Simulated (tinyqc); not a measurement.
The basis set: RHF and MP2 along a ladder of basis sets, for NH3, spin multiplicity 1. Computed by the program tinyqc with PySCF. Same geometry throughout; the dipole is taken about the origin.

Geometry (angstrom):
```
atom        x        y       z
N      0.0000   0.0000  0.1570
H      0.9600   0.0000  0.0000
H     -0.4800   0.8310  0.0000
H     -0.4800  -0.8310  0.0000
```

RHF and frozen-core MP2 in a ladder of bases:
```
basis        functions  E(RHF) (hartree)  E(MP2 corr) (hartree)  HOMO (eV)  LUMO (eV)  dipole (debye)
sto-3g               8        -55.437550              -0.040841    -8.8685    17.6517          0.8973
3-21g               15        -55.869545              -0.108160   -10.2681     7.8759          1.0672
6-31g**             29        -56.188861              -0.183607   -10.5883     6.4769          0.8979
cc-pvdz             29        -56.186397              -0.183376   -10.5540     5.3853          0.8006
aug-cc-pvdz         50        -56.199113              -0.196812   -10.8643     1.0286          0.7712
cc-pvtz             72        -56.212157              -0.232711   -10.7744     3.9565          0.7752
```

Estimate the missing row, basis = 6-31g.

Computed row:
```
basis  functions  E(RHF) (hartree)  E(MP2 corr) (hartree)  HOMO (eV)  LUMO (eV)  dipole (debye)
6-31g         15        -56.164560              -0.111753   -10.5814     6.4021          1.1336
```

From cc-pVDZ to cc-pVTZ the RHF energy falls by 25.8 mhartree and the correlation energy by 49.3. If valence correlation converges as X^-3, (27 E(T) - 8 E(D))/19 gives -0.2535 hartree, a rough estimate from such small X that usually falls short; STO-3G holds about 16 % of it. Beyond STO-3G the LUMO moves by 6.8 eV and the HOMO by 0.6 eV; diffuse functions lower the positive LUMO sharply, since an unbound virtual level tracks the most diffuse function.
